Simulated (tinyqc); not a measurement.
Worked calculation: RHF in the sto-6g basis, for H2O, spin multiplicity 1. Computed by tinyqc, a small Python program that keeps every step (integrals from PySCF). Settings: charge = 0, multiplicity = 1, basis = sto-6g, energy threshold = 1e-09, iteration cap = 73, orthogonalisation = symmetric, start = atomic densities, DIIS depth = 4, DIIS from iteration = 2, method = RHF. Command: `OMP_NUM_THREADS=1 python tinyqc.py 20930 20931 out.jsonl` (the two numbers bound the seeds that draw the settings). One thread of a shared host (Intel(R) Xeon(R) Processor @ 2.60GHz), about 0.2 s of CPU time with the checks. Later iterations appear only in the table of the cycle.

## One-electron integrals

Geometry (angstrom):
```
atom       x        y       z
O     0.0000   0.0000  0.0000
H     0.0000   0.7460  0.6230
H     0.0000  -0.7460  0.6230
```

Basis sto-6g: exponents (1/bohr^2) and contraction coefficients of normalised primitives:
```
element  l (shell)   exponent  coefficient
O            s (1)  1355.5842       0.0092
O            s (1)   248.5449       0.0494
O            s (1)    69.5339       0.1685
O            s (1)    23.8868       0.3706
O            s (1)     9.2759       0.4165
O            s (1)     3.8203       0.1303
O            s (2)    52.1878      -0.0133
O            s (2)    10.3293      -0.0470
O            s (2)     3.2103      -0.0338
O            s (2)     1.2351       0.2502
O            s (2)     0.5364       0.5951
O            s (2)     0.2459       0.2407
O            p (3)    52.1878       0.0038
O            p (3)    10.3293       0.0377
O            p (3)     3.2103       0.1739
O            p (3)     1.2351       0.4180
O            p (3)     0.5364       0.4259
O            p (3)     0.2459       0.1017
H            s (1)    35.5232       0.0092
H            s (1)     6.5131       0.0494
H            s (1)     1.8221       0.1685
H            s (1)     0.6260       0.3706
H            s (1)     0.2431       0.4165
H            s (1)     0.1001       0.1303
```

Overlap, kinetic and nuclear-attraction integrals over the contracted functions; the nuclear repulsion is the sum of Za Zb / Rab.

nuclear repulsion = 9.066053 hartree

overlap S, lower triangle:
```
         1O 1s   1O 2s  1O 2px   1O 2py  1O 2pz   2H 1s   3H 1s
1O 1s   1.0000
1O 2s   0.2311  1.0000
1O 2px  0.0000  0.0000  1.0000
1O 2py  0.0000  0.0000  0.0000   1.0000
1O 2pz  0.0000  0.0000  0.0000   0.0000  1.0000
2H 1s   0.0536  0.4672  0.0000   0.2975  0.2484  1.0000
3H 1s   0.0536  0.4672  0.0000  -0.2975  0.2484  0.2598  1.0000
```

kinetic energy T (hartree), lower triangle:
```
          1O 1s   1O 2s  1O 2px   1O 2py  1O 2pz   2H 1s   3H 1s
1O 1s   29.3272
1O 2s   -0.8960  0.8426
1O 2px   0.0000  0.0000  2.5313
1O 2py   0.0000  0.0000  0.0000   2.5313
1O 2pz   0.0000  0.0000  0.0000   0.0000  2.5313
2H 1s   -0.0030  0.1209  0.0000   0.2078  0.1736  0.7685
3H 1s   -0.0030  0.1209  0.0000  -0.2078  0.1736  0.0098  0.7685
```

nuclear attraction V (hartree), lower triangle:
```
           1O 1s     1O 2s   1O 2px    1O 2py    1O 2pz    2H 1s    3H 1s
1O 1s   -62.3472
1O 2s    -6.4030  -10.0759
1O 2px    0.0000    0.0000  -9.9946
1O 2py    0.0000    0.0000   0.0000  -10.1375
1O 2pz   -0.0204   -0.2284   0.0000    0.0000  -10.0943
2H 1s    -1.7011   -3.7688   0.0000   -2.1391   -1.8629  -5.7984
3H 1s    -1.7011   -3.7688   0.0000    2.1391   -1.8629  -1.6429  -5.7984
```

core Hamiltonian H = T + V (hartree), lower triangle:
```
           1O 1s    1O 2s   1O 2px   1O 2py   1O 2pz    2H 1s    3H 1s
1O 1s   -33.0200
1O 2s    -7.2990  -9.2332
1O 2px    0.0000   0.0000  -7.4633
1O 2py    0.0000   0.0000   0.0000  -7.6062
1O 2pz   -0.0204  -0.2284   0.0000   0.0000  -7.5630
2H 1s    -1.7041  -3.6479   0.0000  -1.9313  -1.6893  -5.0299
3H 1s    -1.7041  -3.6479   0.0000   1.9313  -1.6893  -1.6331  -5.0299
```

## Two-electron integrals

Functions are numbered as in S; the eight-fold symmetry (ij|kl) = (ji|kl) = (kl|ij) leaves the list below.

Two-electron integrals (ij|kl) in chemists' order, unique and non-zero (hartree):
```
(11|11) 4.7875      (21|11) 0.6759      (21|21) 0.1215      (22|11) 1.1174
(22|21) 0.2492      (22|22) 0.8174      (31|31) 0.0258      (32|31) 0.0391
(32|32) 0.1807      (33|11) 1.1174      (33|21) 0.2492      (33|22) 0.8174
(33|33) 0.8807      (41|41) 0.0258      (42|41) 0.0391      (42|42) 0.1807
(43|43) 0.0475      (44|11) 1.1174      (44|21) 0.2492      (44|22) 0.8174
(44|33) 0.7857      (44|44) 0.8807      (51|51) 0.0258      (52|51) 0.0391
(52|52) 0.1807      (53|53) 0.0475      (54|54) 0.0475      (55|11) 1.1174
(55|21) 0.2492      (55|22) 0.8174      (55|33) 0.7857      (55|44) 0.7857
(55|55) 0.8807      (61|11) 0.1673      (61|21) 0.0288      (61|22) 0.0578
(61|33) 0.0576      (61|41) 0.0011      (61|42) 0.0021      (61|44) 0.0579
(61|51) 0.0009      (61|52) 0.0018      (61|54) 1.85e-04    (61|55) 0.0578
(61|61) 0.0070      (62|11) 0.3935      (62|21) 0.0889      (62|22) 0.3213
(62|33) 0.3161      (62|41) 0.0054      (62|42) 0.0396      (62|44) 0.3254
(62|51) 0.0045      (62|52) 0.0331      (62|54) 0.0077      (62|55) 0.3226
(62|61) 0.0212      (62|62) 0.1549      (63|31) 0.0100      (63|32) 0.0560
(63|43) 0.0082      (63|53) 0.0069      (63|63) 0.0223      (64|11) 0.2133
(64|21) 0.0489      (64|22) 0.1885      (64|33) 0.1799      (64|41) 0.0127
(64|42) 0.0781      (64|44) 0.2018      (64|51) 0.0022      (64|52) 0.0185
(64|54) 0.0114      (64|55) 0.1837      (64|61) 0.0122      (64|62) 0.1105
(64|64) 0.1004      (65|11) 0.1781      (65|21) 0.0408      (65|22) 0.1574
(65|33) 0.1502      (65|41) 0.0022      (65|42) 0.0185      (65|44) 0.1548
(65|51) 0.0119      (65|52) 0.0714      (65|54) 0.0120      (65|55) 0.1672
(65|61) 0.0102      (65|62) 0.0923      (65|64) 0.0652      (65|65) 0.0768
(66|11) 0.5250      (66|21) 0.1208      (66|22) 0.4979      (66|33) 0.4778
(66|41) 0.0099      (66|42) 0.0974      (66|44) 0.5133      (66|51) 0.0083
(66|52) 0.0814      (66|54) 0.0296      (66|55) 0.5026      (66|61) 0.0291
(66|62) 0.2991      (66|64) 0.2438      (66|65) 0.2036      (66|66) 0.7750
(71|11) 0.1673      (71|21) 0.0288      (71|22) 0.0578      (71|33) 0.0576
(71|41) -0.0011     (71|42) -0.0021     (71|44) 0.0579      (71|51) 0.0009
(71|52) 0.0018      (71|54) -1.85e-04   (71|55) 0.0578      (71|61) 0.0069
(71|62) 0.0205      (71|64) 0.0107      (71|65) 0.0099      (71|66) 0.0278
(71|71) 0.0070      (72|11) 0.3935      (72|21) 0.0889      (72|22) 0.3213
(72|33) 0.3161      (72|41) -0.0054     (72|42) -0.0396     (72|44) 0.3254
(72|51) 0.0045      (72|52) 0.0331      (72|54) -0.0077     (72|55) 0.3226
(72|61) 0.0205      (72|62) 0.1277      (72|64) 0.0624      (72|65) 0.0740
(72|66) 0.2046      (72|71) 0.0212      (72|72) 0.1549      (73|31) 0.0100
(73|32) 0.0560      (73|43) -0.0082     (73|53) 0.0069      (73|63) 0.0179
(73|73) 0.0223      (74|11) -0.2133     (74|21) -0.0489     (74|22) -0.1885
(74|33) -0.1799     (74|41) 0.0127      (74|42) 0.0781      (74|44) -0.2018
(74|51) -0.0022     (74|52) -0.0185     (74|54) 0.0114      (74|55) -0.1837
(74|61) -0.0107     (74|62) -0.0624     (74|64) -0.0130     (74|65) -0.0353
(74|66) -0.0875     (74|71) -0.0122     (74|72) -0.1105     (74|74) 0.1004
(75|11) 0.1781      (75|21) 0.0408      (75|22) 0.1574      (75|33) 0.1502
(75|41) -0.0022     (75|42) -0.0185     (75|44) 0.1548      (75|51) 0.0119
(75|52) 0.0714      (75|54) -0.0120     (75|55) 0.1672      (75|61) 0.0099
(75|62) 0.0740      (75|64) 0.0353      (75|65) 0.0601      (75|66) 0.1303
(75|71) 0.0102      (75|72) 0.0923      (75|74) -0.0652     (75|75) 0.0768
(76|11) 0.1624      (76|21) 0.0371      (76|22) 0.1450      (76|33) 0.1416
(76|44) 0.1443      (76|51) 0.0030      (76|52) 0.0257      (76|55) 0.1492
(76|61) 0.0087      (76|62) 0.0699      (76|64) 0.0428      (76|65) 0.0468
(76|66) 0.1395      (76|71) 0.0087      (76|72) 0.0699      (76|74) -0.0428
(76|75) 0.0468      (76|76) 0.0383      (77|11) 0.5250      (77|21) 0.1208
(77|22) 0.4979      (77|33) 0.4778      (77|41) -0.0099     (77|42) -0.0974
(77|44) 0.5133      (77|51) 0.0083      (77|52) 0.0814      (77|54) -0.0296
(77|55) 0.5026      (77|61) 0.0278      (77|62) 0.2046      (77|64) 0.0875
(77|65) 0.1303      (77|66) 0.3475      (77|71) 0.0291      (77|72) 0.2991
(77|74) -0.2438     (77|75) 0.2036      (77|76) 0.1395      (77|77) 0.7750
```

## Orthogonalisation

S = U s U^T; symmetric (Loewdin) form X = U s^(-1/2) U^T, so that X^T S X = 1.

eigenvalues of S: 0.3514  0.4298  0.8846  1.0000  1.0949  1.3104  1.9289

X, lower triangle:
```
          1O 1s    1O 2s  1O 2px   1O 2py   1O 2pz    2H 1s   3H 1s
1O 1s    1.0228
1O 2s   -0.1380   1.2352
1O 2px   0.0000   0.0000  1.0000
1O 2py   0.0000   0.0000  0.0000   1.1033
1O 2pz  -0.0095   0.1119  0.0000   0.0000   1.0584
2H 1s    0.0196  -0.2871  0.0000  -0.2202  -0.1503   1.2025
3H 1s    0.0196  -0.2871  0.0000   0.2202  -0.1503  -0.0931  1.2025
```

## Starting guess

The start is atomic minimal-basis densities projected into this basis (PySCF's MINAO start) and scaled to the electron count of each spin; this density is not idempotent, so its energy is not variational and may lie below the converged one.

D at the start, lower triangle:
```
          1O 1s    1O 2s  1O 2px   1O 2py  1O 2pz   2H 1s   3H 1s
1O 1s    2.1382
1O 2s   -0.4791   2.0882
1O 2px   0.0000   0.0000  1.3079
1O 2py   0.0000   0.0000  0.0000   1.1645
1O 2pz   0.0159  -0.0927  0.0000   0.0000  1.2266
2H 1s   -0.0132   0.0360  0.0000   0.1168  0.0599  0.9969
3H 1s   -0.0132   0.0360  0.0000  -0.1168  0.0599  0.0758  0.9969
```

## Iteration 1: building the Fock matrix

J_ij = sum D_kl (ij|kl), K_ij = sum D_kl (ik|jl); F = H + J - 0.5 K; E = tr D H + tr D J / 2 - 0.25 tr D K + E_nn.

Coulomb J (hartree), lower triangle:
```
          1O 1s   1O 2s  1O 2px   1O 2py  1O 2pz   2H 1s   3H 1s
1O 1s   17.3171
1O 2s    3.0615  8.0644
1O 2px   0.0000  0.0000  8.0245
1O 2py   0.0000  0.0000  0.0000   8.0947
1O 2pz   0.0150  0.1643  0.0000   0.0000  8.0740
2H 1s    0.7325  3.2015  0.0000   1.8821  1.6306  5.1630
3H 1s    0.7325  3.2015  0.0000  -1.8821  1.6306  1.4709  5.1630
```

exchange K (hartree), lower triangle:
```
         1O 1s   1O 2s  1O 2px   1O 2py  1O 2pz   2H 1s   3H 1s
1O 1s   9.9490
1O 2s   1.5641  2.7924
1O 2px  0.0000  0.0000  1.7204
1O 2py  0.0000  0.0000  0.0000   1.8465
1O 2pz  0.0204  0.1731  0.0000   0.0000  1.8099
2H 1s   0.4238  1.3498  0.0000   0.6015  0.5865  1.4761
3H 1s   0.4238  1.3498  0.0000  -0.6015  0.5865  0.6672  1.4761
```

Fock matrix F (hartree), lower triangle:
```
           1O 1s    1O 2s   1O 2px   1O 2py   1O 2pz    2H 1s    3H 1s
1O 1s   -20.6775
1O 2s    -5.0196  -2.5651
1O 2px    0.0000   0.0000  -0.2990
1O 2py    0.0000   0.0000   0.0000  -0.4348
1O 2pz   -0.0156  -0.1507   0.0000   0.0000  -0.3939
2H 1s    -1.1835  -1.1213   0.0000  -0.3500  -0.3520  -0.6049
3H 1s    -1.1835  -1.1213   0.0000   0.3500  -0.3520  -0.4958  -0.6049
```

total energy of this density = -76.185465 hartree

This density is the starting one; it is not idempotent, so its energy is not variational and may lie below the converged one.

## Iteration 1: diagonalisation and new density

Diagonalise F' = X^T F X, C = X C', fill 5 alpha and 5 beta electrons from the bottom; D = 2 C_occ C_occ^T. Each column has its largest component positive (the first on a tie).

F' = X^T F X (hartree), lower triangle:
```
          1        2        3        4        5        6       7
1  -20.3462
2   -2.5124  -1.3756
3    0.0000   0.0000  -0.2990
4    0.0000   0.0000   0.0000  -0.1997
5   -0.0266   0.0754   0.0000   0.0000  -0.2570
6   -0.2081  -0.5661   0.0000  -0.3975  -0.2900   0.0052
7   -0.2081  -0.5661   0.0000   0.3975  -0.2900  -0.1689  0.0052
```

orbital energies (hartree): MO1 -20.6809, MO2 -1.4958, MO3 -0.6052, MO4 -0.4529, MO5 -0.2990, MO6 0.4873, MO7 0.5796

coefficients C:
```
            MO1      MO2      MO3      MO4     MO5      MO6      MO7
1O 1s    0.9965  -0.2258   0.0000   0.0838  0.0000  -0.1218   0.0000
1O 2s    0.0159   0.8593   0.0000  -0.4618  0.0000   0.8777   0.0000
1O 2px   0.0000   0.0000   0.0000   0.0000  1.0000   0.0000   0.0000
1O 2py   0.0000   0.0000   0.7127   0.0000  0.0000   0.0000   0.8980
1O 2pz   0.0022   0.1093   0.0000   0.8116  0.0000   0.7122   0.0000
2H 1s   -0.0029   0.1425   0.3574   0.2425  0.0000  -0.8011  -0.8718
3H 1s   -0.0029   0.1425  -0.3574   0.2425  0.0000  -0.8011   0.8718
```

D after iteration 1, lower triangle:
```
          1O 1s    1O 2s  1O 2px   1O 2py  1O 2pz    2H 1s   3H 1s
1O 1s    2.1023
1O 2s   -0.4339   1.9037
1O 2px   0.0000   0.0000  2.0000
1O 2py   0.0000   0.0000  0.0000   1.0158
1O 2pz   0.0911  -0.5618  0.0000   0.0000  1.3414
2H 1s   -0.0294   0.0207  0.0000   0.5094  0.4248   0.4137
3H 1s   -0.0294   0.0207  0.0000  -0.5094  0.4248  -0.0972  0.4137
```

## Iteration 2: building the Fock matrix

As before.

Coulomb J (hartree), lower triangle:
```
          1O 1s   1O 2s  1O 2px   1O 2py  1O 2pz   2H 1s   3H 1s
1O 1s   17.6268
1O 2s    3.1415  8.3053
1O 2px   0.0000  0.0000  8.3113
1O 2py   0.0000  0.0000  0.0000   8.2998
1O 2pz  -0.0080  0.0280  0.0000   0.0000  8.3048
2H 1s    0.7495  3.2424  0.0000   1.8909  1.5959  5.0839
3H 1s    0.7495  3.2424  0.0000  -1.8909  1.5959  1.4664  5.0839
```

exchange K (hartree), lower triangle:
```
         1O 1s    1O 2s  1O 2px   1O 2py  1O 2pz   2H 1s   3H 1s
1O 1s   9.8126
1O 2s   1.5362   2.6387
1O 2px  0.0000   0.0000  2.2842
1O 2py  0.0000   0.0000  0.0000   1.9384
1O 2pz  0.0016  -0.1058  0.0000   0.0000  2.0534
2H 1s   0.3922   1.1222  0.0000   0.6586  0.5531  1.1789
3H 1s   0.3922   1.1222  0.0000  -0.6586  0.5531  0.4537  1.1789
```

Fock matrix F (hartree), lower triangle:
```
           1O 1s    1O 2s   1O 2px   1O 2py   1O 2pz    2H 1s    3H 1s
1O 1s   -20.2995
1O 2s    -4.9256  -2.2473
1O 2px    0.0000   0.0000  -0.2941
1O 2py    0.0000   0.0000   0.0000  -0.2756
1O 2pz   -0.0292  -0.1475   0.0000   0.0000  -0.2849
2H 1s    -1.1506  -0.9666   0.0000  -0.3697  -0.3700  -0.5355
3H 1s    -1.1506  -0.9666   0.0000   0.3697  -0.3700  -0.3936  -0.5355
```

total energy of this density = -75.643625 hartree

## Iteration 2: diagonalisation and new density

As before.

F' = X^T F X (hartree), lower triangle:
```
          1        2        3        4        5        6       7
1  -19.9699
2   -2.5030  -1.0967
3    0.0000   0.0000  -0.2941
4    0.0000   0.0000   0.0000   0.0100
5   -0.0455   0.0968   0.0000   0.0000  -0.1211
6   -0.1976  -0.5030   0.0000  -0.4569  -0.3370   0.0392
7   -0.1976  -0.5030   0.0000   0.4569  -0.3370  -0.1177  0.0392
```

orbital energies (hartree): MO1 -20.3030, MO2 -1.2028, MO3 -0.5668, MO4 -0.3836, MO5 -0.2941, MO6 0.6234, MO7 0.7337

coefficients C:
```
            MO1      MO2      MO3      MO4     MO5      MO6      MO7
1O 1s    0.9965  -0.2168   0.0000   0.1068  0.0000  -0.1205   0.0000
1O 2s    0.0164   0.8084   0.0000  -0.5772  0.0000   0.8575   0.0000
1O 2px   0.0000   0.0000   0.0000   0.0000  1.0000   0.0000   0.0000
1O 2py   0.0000   0.0000   0.6157   0.0000  0.0000   0.0000   0.9670
1O 2pz   0.0033   0.1501   0.0000   0.7532  0.0000   0.7669   0.0000
2H 1s   -0.0038   0.1744   0.4459   0.2846  0.0000  -0.7807  -0.8300
3H 1s   -0.0038   0.1744  -0.4459   0.2846  0.0000  -0.7807   0.8300
```

D after iteration 2, lower triangle:
```
          1O 1s    1O 2s  1O 2px   1O 2py  1O 2pz    2H 1s   3H 1s
1O 1s    2.1029
1O 2s   -0.4410   1.9738
1O 2px   0.0000   0.0000  2.0000
1O 2py   0.0000   0.0000  0.0000   0.7582
1O 2pz   0.1024  -0.6268  0.0000   0.0000  1.1797
2H 1s   -0.0224  -0.0467  0.0000   0.5490  0.4810   0.6204
3H 1s   -0.0224  -0.0467  0.0000  -0.5490  0.4810  -0.1747  0.6204
```

## Iteration 8 (converged): orbitals

converged F (hartree), lower triangle:
```
           1O 1s    1O 2s   1O 2px   1O 2py   1O 2pz    2H 1s    3H 1s
1O 1s   -20.5081
1O 2s    -4.9648  -2.3422
1O 2px    0.0000   0.0000  -0.3995
1O 2py    0.0000   0.0000   0.0000  -0.3137
1O 2pz   -0.0289  -0.1260   0.0000   0.0000  -0.3543
2H 1s    -1.1593  -0.9901   0.0000  -0.3826  -0.3788  -0.5645
3H 1s    -1.1593  -0.9901   0.0000   0.3826  -0.3788  -0.3951  -0.5645
```

As before.

F' = X^T F X (hartree), lower triangle:
```
          1        2        3        4        5        6       7
1  -20.1792
2   -2.5057  -1.1989
3    0.0000   0.0000  -0.3995
4    0.0000   0.0000   0.0000  -0.0265
5   -0.0472   0.1175   0.0000   0.0000  -0.1891
6   -0.2001  -0.5016   0.0000  -0.4595  -0.3404   0.0133
7   -0.2001  -0.5016   0.0000   0.4595  -0.3404  -0.1086  0.0133
```

orbital energies (hartree): MO1 -20.5112, MO2 -1.2736, MO3 -0.6064, MO4 -0.4675, MO5 -0.3995, MO6 0.5899, MO7 0.7017

coefficients C:
```
            MO1      MO2      MO3      MO4     MO5      MO6      MO7
1O 1s    0.9967  -0.2220   0.0000   0.0973  0.0000  -0.1178   0.0000
1O 2s    0.0157   0.8420   0.0000  -0.5408  0.0000   0.8488   0.0000
1O 2px   0.0000   0.0000   0.0000   0.0000  1.0000   0.0000   0.0000
1O 2py   0.0000   0.0000   0.6159   0.0000  0.0000   0.0000   0.9669
1O 2pz   0.0032   0.1292   0.0000   0.7615  0.0000   0.7625   0.0000
2H 1s   -0.0036   0.1527   0.4457   0.2885  0.0000  -0.7838  -0.8301
3H 1s   -0.0036   0.1527  -0.4457   0.2885  0.0000  -0.7838   0.8301
```

D after iteration 8, lower triangle:
```
          1O 1s    1O 2s  1O 2px   1O 2py  1O 2pz    2H 1s   3H 1s
1O 1s    2.1042
1O 2s   -0.4477   2.0034
1O 2px   0.0000   0.0000  2.0000
1O 2py   0.0000   0.0000  0.0000   0.7587
1O 2pz   0.0973  -0.6060  0.0000   0.0000  1.1932
2H 1s   -0.0189  -0.0550  0.0000   0.5490  0.4789   0.6104
3H 1s   -0.0189  -0.0550  0.0000  -0.5490  0.4789  -0.1841  0.6104
```

## Convergence

Stop when the energy changes by less than 1e-09 hartree and every element of the error matrix X^T (F D S - S D F) X is below 9e-06.

Course of the cycle:
```
iteration  E (hartree)     change  largest element of the error matrix
1           -76.185465          -                             1.28e+00
2           -75.643625   5.42e-01                             1.90e-01
3           -75.680183  -3.66e-02                             2.24e-02
4           -75.680711  -5.28e-04                             4.30e-03
5           -75.680740  -2.85e-05                             1.43e-04
6           -75.680740  -5.91e-08                             3.43e-05
7           -75.680740  -2.77e-09                             8.85e-08
8           -75.680740  -7.11e-14                             2.91e-09
```

PySCF RHF in the same basis = -75.680740 hartree

Converged in 8 iterations.

## Populations, bond orders and dipole

Mulliken: Z minus the diagonal of D S on the atom; Loewdin: the same with S^(1/2) D S^(1/2); Mayer order: 2 sum_s sum (D(s) S)_ij (D(s) S)_ji over the two atoms.

Charges (e):
```
atom  Mulliken  Loewdin
1O     -0.3637  -0.2549
2H      0.1818   0.1275
3H      0.1818   0.1275
```

Mayer bond orders:
```
pair   order
2-1   0.9576
3-1   0.9576
3-2   0.0093
```

dipole moment about the origin, x y z (debye): 0.0000  0.0000  1.7712
